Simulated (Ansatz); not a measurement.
System: litharge PbO. Method: PBE-D3(BJ) (Ansatz, a first-principles code, PAW).

Rigid layers of the crystal as relaxed at this level are moved apart or together:

```
run  k mesh  layer repeat (Å)  energy against free layers (meV/Å²)  gap on the mesh (eV)
---  ------  ----------------  -----------------------------------  --------------------
1     8×8×8              4.72                               -23.05                 1.054
2     8×8×8              4.87                               -24.09                 1.165
3     8×8×8              5.02                               -24.32                 1.290
4     8×8×8              5.22                               -23.71                 1.467
5     8×8×6              5.52                               -21.62                 1.738
6     8×8×6              6.02                               -17.02                 1.810
7     8×8×6              7.02                                -9.09                 1.866
8     8×8×4              9.02                                -2.37                 2.202
```

The lowest energy of these points lies at a layer repeat of 5.02 Å.

Spin–orbit coupling is not included.
